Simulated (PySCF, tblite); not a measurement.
# CH₄OSi (triplet), a cluster model of a defect: EPR parameters

What EPR parameters should one expect for `O[C][SiH3]`? It is drawn as: twofold C.

Programs: tblite 0.8.0 and PySCF 2.14.0. All values are calculated, for the isolated system unless a continuum is named. Atoms count from 0, parts from 1.

## 1. Starting point

7 atoms, charge 0, multiplicity 3; geometry: distance geometry start.

## 2. Geometry optimisation with GFN2-xTB

What the job is given:

```
{"job": {"kind": "relax", "xc": "GFN2-xTB", "basis": "xTB"}, "charge": 0, "multiplicity": 3}
C      0.054869     0.971438     1.822101
Si    -0.594705    -0.376969     0.759534
O      0.696152     2.036000     2.424333
H     -1.507898     0.119535    -0.183654
H     -1.281427    -1.322256     1.602464
H      0.468857    -1.025866     0.124757
H      0.661256     2.244537     3.347413
```

Level: GFN2-xTB geometry optimisation, gas phase.

Launch:

```console
OMP_NUM_THREADS=1 python cluster_run.py task.json out
```

The driver reads the jobs from task.json and runs them one after another.

Standard output:

```text
step      E/eV     max force
  0    -266.38373    2.984
  1    -266.58214    1.444
  2    -266.64882    0.942
  3    -266.67818    0.530
  4    -266.70332    0.487
  5    -266.72305    0.377
  6    -266.73298    0.403
  7    -266.74344    0.431
  8    -266.75211    0.342
  9    -266.76122    0.268
 10    -266.76870    0.278
 11    -266.77674    0.291
 12    -266.78444    0.282
 13    -266.78909    0.202
 14    -266.79234    0.198
 15    -266.79540    0.209
 16    -266.79986    0.327
 17    -266.80647    0.394
 18    -266.81342    0.305
 19    -266.81838    0.150
 20    -266.82059    0.144
 21    -266.82172    0.131
 22    -266.82335    0.156
 23    -266.82613    0.204
 24    -266.83059    0.164
 25    -266.83230    0.171
 26    -266.83272    0.046
 27    -266.83287    0.020
 28    -266.83289    0.018
 29    -266.83292    0.019
 30    -266.83296    0.025
 31    -266.83305    0.038
 32    -266.83318    0.048
 33    -266.83332    0.043
 34    -266.83342    0.025
 35    -266.83348    0.024
 36    -266.83356    0.030
 37    -266.83375    0.045
 38    -266.83403    0.049
 39    -266.83422    0.028
 40    -266.83427    0.026
 41    -266.83430    0.026
 42    -266.83432    0.017
 43    -266.83437    0.023
 44    -266.83446    0.053
 45    -266.83458    0.079
 46    -266.83473    0.085
 47    -266.83492    0.073
 48    -266.83520    0.068
 49    -266.83575    0.100
 50    -266.83671    0.058
 51    -266.82852    0.875
 52    -266.83779    0.154
 53    -266.83851    0.047
 54    -266.83164    0.858
 55    -266.83915    0.046
 56    -266.83967    0.044
 57    -266.82047    1.233
 58    -266.84024    0.040
 59    -266.84072    0.037
 60    -266.82819    1.052
 61    -266.84148    0.033
 62    -266.84207    0.030
 63    -266.82960    1.013
 64    -266.84277    0.031
 65    -266.84326    0.045
 66    -266.84122    0.539
 67    -266.84407    0.064
 68    -266.84441    0.087
 69    -266.84476    0.200
 70    -266.84500    0.119
 71    -266.84526    0.054
 72    -266.84555    0.027
 73    -266.84567    0.020
 74    -266.84571    0.016
 75    -266.84576    0.015
 76    -266.84582    0.014
 77    -266.84586    0.012
 78    -266.84587    0.015
 79    -266.84588    0.016
 80    -266.84589    0.019
 81    -266.84590    0.021
 82    -266.84593    0.021
 83    -266.84599    0.024
 84    -266.84607    0.031
 85    -266.84619    0.028
 86    -266.84628    0.013
 87    -266.84621    0.098
 88    -266.84633    0.012
 89    -266.84634    0.010
 90    -266.84636    0.037
 91    -266.84638    0.004
```

Run time: 1.1 s. Hardware: 1 thread of Arm Neoverse N1, shared host.

Relaxation path: (the energy doesn't fall at every step)

```csv
step,energy from step 0 (eV),largest force (eV/Å)
0,0.0000,2.9839
3,-0.2944,0.5299
6,-0.3492,0.4022
9,-0.3775,0.2674
12,-0.4007,0.2820
15,-0.4117,0.2091
18,-0.4297,0.3046
21,-0.4380,0.1318
24,-0.4469,0.1638
27,-0.4491,0.0205
30,-0.4492,0.0256
33,-0.4496,0.0428
36,-0.4498,0.0303
39,-0.4505,0.0279
42,-0.4506,0.0165
45,-0.4509,0.0793
48,-0.4515,0.0679
51,-0.4448,0.8751
54,-0.4479,0.8580
57,-0.4367,1.2335
60,-0.4445,1.0515
63,-0.4459,1.0131
66,-0.4575,0.5396
69,-0.4610,0.1997
72,-0.4618,0.0269
75,-0.4620,0.0153
78,-0.4621,0.0145
81,-0.4622,0.0207
84,-0.4623,0.0306
87,-0.4625,0.0978
90,-0.4626,0.0370
91,-0.4626,0.0046
```

Close pairs (by a distance rule), those that changed most:

```csv
bond,before (Å),after (Å),change (Å)
Si1–H5,1.398,1.473,+0.075
Si1–H3,1.404,1.469,+0.065
C0–O2,1.381,1.326,-0.055
O2–H6,0.947,0.969,+0.022
Si1–H4,1.441,1.460,+0.020
C0–Si1,1.836,1.836,+0.000
```

## 3. Geometry optimisation at PBE0-D3(BJ)/def2-SVP

What the job is given:

```
{"job": {"xc": "PBE0", "basis": "def2-SVP", "d3": "d3bj", "grid": 2, "kind": "geom", "shake": 0.01}, "charge": 0, "multiplicity": 3}
C     -0.111334     0.497101     0.825681
Si    -0.383478    -0.695500    -0.535868
O      0.504673     1.668548     0.905004
H     -1.118044    -0.144591    -1.660980
H     -1.100595    -1.794763     0.096796
H      0.891923    -1.177061    -1.091055
H      1.347473     1.612262     1.437574
```

Standard output:

```text
step   0  E = -404.66016138  max force = 0.021998
step   1  E = -404.66256516  max force = 0.010427
step   2  E = -404.66282979  max force = 0.001511
step   3  E = -404.66286775  max force = 0.000920
step   4  E = -404.66290769  max force = 0.001069
step   5  E = -404.66292367  max force = 0.000835
step   6  E = -404.66293452  max force = 0.000418
optimisation converged
```

Wall time 35 s (1 thread of Arm Neoverse N1, shared host); peak memory 0.35 GiB.

Relaxation path:

```
step  energy from step 0 (eV)  largest force component (eV/Å)
   0                   0.0000                          1.1312
   1                  -0.0654                          0.5362
   2                  -0.0726                          0.0777
   3                  -0.0736                          0.0473
   4                  -0.0747                          0.0550
   5                  -0.0752                          0.0429
   6                  -0.0755                          0.0215
```

Distances of close pairs at the start and the end, largest changes first:

| bond | before (Å) | after (Å) | change (Å) |
| --- | --- | --- | --- |
| Si1–H3 | 1.452 | 1.499 | +0.047 |
| Si1–H4 | 1.457 | 1.491 | +0.034 |
| Si1–H5 | 1.472 | 1.502 | +0.030 |
| O2–H6 | 0.999 | 0.969 | -0.030 |
| C0–Si1 | 1.830 | 1.845 | +0.014 |
| C0–O2 | 1.326 | 1.323 | -0.003 |

The next job starts from the end point, and lists it.

```
                         at the end point                 value
  point group (found at 0.08 Å tolerance)                    C1
rotational constants (GHz, main isotopes)  50.952, 4.665, 4.551
                        dipole moment (D)                  1.79
                                     ⟨S²⟩                 2.007
```

## 4. g tensor and hyperfine couplings: B3LYP/IGLO-III+pcH-1

What the job is given:

```
{"job": {"kind": "epr"}, "charge": 0, "multiplicity": 3}
C     -0.132152     0.510184     0.832239
Si    -0.332407    -0.704150    -0.541990
O      0.469125     1.685659     0.921603
H     -1.088189    -0.114636    -1.694386
H     -1.100578    -1.856612     0.009464
H      0.984000    -1.200209    -1.068617
H      1.230740     1.645718     1.518769
```

Method: UKS B3LYP, IGLO-III on C O Si, pcH-1 on H, non-relativistic, mean-field spin-orbit, GIAO.

Standard output:

```text
UKS, coarse grid
  cycle   1  E = -405.12435016  |g| = 3.85e-01
  cycle   2  E = -405.03266457  |g| = 6.41e-01
  cycle   3  E = -405.17404041  |g| = 7.53e-02
  cycle   4  E = -405.17637211  |g| = 1.87e-02
  cycle   5  E = -405.17655247  |g| = 8.88e-03
  cycle   6  E = -405.17660264  |g| = 1.84e-03
  cycle   7  E = -405.17660577  |g| = 6.15e-04
UKS, final grid
  cycle   1  E = -405.17661546  |g| = 5.64e-04
  cycle   2  E = -405.17661533  |g| = 8.78e-04
  cycle   3  E = -405.17661559  |g| = 1.17e-04
  cycle   4  E = -405.17661560  |g| = 2.77e-05
E = -405.17661560 Eh   <S^2> = 2.0068 (exact 2.0000)
g shifts (ppm)      1          2          3
  rmc          -172       -172       -172
  gc             27         -5        -15
  oz_so        -165        470        845
  total        -310        293        658
hyperfine (MHz)  atom isotope    a_iso     a_fc   dipolar eigenvalues
    0   13C     187.39     187.53    -69.96     22.97     46.99
    1  29Si     -47.41     -47.46    -12.70      5.98      6.72
    2   17O     -30.61     -30.69    -26.49      4.19     22.31
    3    1H      51.73      51.73     -3.41     -1.87      5.29
    4    1H      -0.31      -0.31     -3.30     -3.16      6.45
    5    1H      51.13      51.13     -3.38     -1.91      5.28
    6    1H      58.44      58.42    -10.89     -8.90     19.78
zero-field splitting (cm-1)  D = 0.6477  E = 0.0219  (spin-spin 0.5512, spin-orbit 0.1069)
```

Run time: 28 s. Hardware: 1 thread of Arm Neoverse N1, shared host; peak memory 0.46 GiB.

Principal g values 2.00201, 2.00261, 2.00298; g(iso) = 2.00253, against 2.00232 for a free electron.

Hyperfine couplings, nucleus by nucleus at this fixed geometry (no averaging over rotations):

```
nuclei  isotope  a(iso) (MHz)  a(iso) (G, at g = 2.0023)  largest dipolar term (MHz)
    C0      13C         187.4                       66.9                       -70.0
    H6       1H          58.4                       20.9                        19.8
    H3       1H          51.7                       18.5                         5.3
    H5       1H          51.1                       18.2                         5.3
   Si1     29Si         -47.4                      -16.9                       -12.7
    O2      17O         -30.6                      -10.9                       -26.5
    H4       1H          -0.3                       -0.1                         6.5
```

Zero-field splitting: D = 0.648 cm⁻¹ (spin-spin 0.551, spin-orbit 0.107), E = 0.022 cm⁻¹.

Mulliken spin populations:

```csv
atom,value (e)
C0,1.68
Si1,0.05
O2,0.12
H3,0.06
H4,0.00
H5,0.06
H6,0.03
```

## 5. EPR parameters: BHandHLYP/IGLO-III+pcH-1

Settings changed since step 4:

```diff
@@ -1,2 +1,2 @@
-{"job": {"kind": "epr"}, "charge": 0, "multiplicity": 3}
+{"job": {"kind": "epr", "xc": "BHandHLYP"}, "charge": 0, "multiplicity": 3}
 C     -0.132152     0.510184     0.832239
```

Method: UKS BHandHLYP, IGLO-III on C O Si, pcH-1 on H, non-relativistic, mean-field spin-orbit, GIAO.

Standard output:

```text
UKS, coarse grid
  cycle   1  E = -405.03598773  |g| = 3.34e-01
  cycle   2  E = -405.04122711  |g| = 3.64e-01
  cycle   3  E = -405.08629522  |g| = 5.23e-02
  cycle   4  E = -405.08801069  |g| = 1.28e-02
  cycle   5  E = -405.08825589  |g| = 3.93e-03
  cycle   6  E = -405.08828582  |g| = 1.53e-03
  cycle   7  E = -405.08828916  |g| = 6.42e-04
UKS, final grid
  cycle   1  E = -405.08829431  |g| = 4.57e-04
  cycle   2  E = -405.08829441  |g| = 3.77e-04
  cycle   3  E = -405.08829448  |g| = 9.15e-05
  cycle   4  E = -405.08829449  |g| = 7.84e-05
  cycle   5  E = -405.08829449  |g| = 4.67e-06
E = -405.08829449 Eh   <S^2> = 2.0103 (exact 2.0000)
g shifts (ppm)      1          2          3
  rmc          -172       -172       -172
  gc             28         -4        -14
  oz_so        -149        467        817
  total        -294        290        631
hyperfine (MHz)  atom isotope    a_iso     a_fc   dipolar eigenvalues
    0   13C     213.97     214.11    -71.97     24.55     47.42
    1  29Si     -37.50     -37.53    -12.47      5.61      6.86
    2   17O     -33.65     -33.72    -25.35      3.80     21.55
    3    1H      48.84      48.84     -3.34     -1.93      5.27
    4    1H      -1.85      -1.85     -3.33     -3.25      6.58
    5    1H      49.11      49.11     -3.29     -1.94      5.23
    6    1H      54.89      54.88    -11.00     -8.84     19.84
zero-field splitting (cm-1)  D = 0.6765  E = 0.0260  (spin-spin 0.5905, spin-orbit 0.0971)
```

It took 29 s on 1 thread of Arm Neoverse N1, shared host; peak memory 0.46 GiB.

In short: g(iso) 2.00253.

## 6. Side by side: EPR parameters

g, ⟨S²⟩ and isotropic hyperfine couplings (MHz), with basis size and wall time:

```csv
run,g(iso),⟨S²⟩,13C C0,1H H6,1H H3,1H H5,29Si Si1,functions,time
B3LYP/IGLO-III+pcH-1,2.00253,2.007,187.4,58.4,51.7,51.1,-47.4,154,28 s
BHandHLYP/IGLO-III+pcH-1,2.00253,2.010,214.0,54.9,48.8,49.1,-37.5,154,29 s
```

## 7. What came out

| quantity | value |
| --- | --- |
| point group | C1 |
| rotational constants (main isotopes) | 50.95, 4.66, 4.55 GHz |
| D, E (B3LYP) | 0.648, 0.022 cm⁻¹ |
| g(iso) (B3LYP) | 2.00253 |
| ⟨S²⟩ | 2.007 (exact 2.00) |
| largest a(iso) | 13C on C0, 187.4 MHz |

What this shows: Over 6 steps the energy fell by 0.075 eV; of the close pairs, Si1–H3 changed most, 1.452 to 1.499 Å (PBE0/def2-SVP). No frequency check was run at this level, so the end point may be a saddle. Most of the unpaired spin sits on C0 (1.68 e). The isotropic g lies 0.2 ppt above the free-electron value. The coupling of 13C on C0 runs from 187.4 (B3LYP/IGLO-III+pcH-1) to 214.0 MHz (BHandHLYP/IGLO-III+pcH-1). The triplet was assumed; the singlet may lie lower.
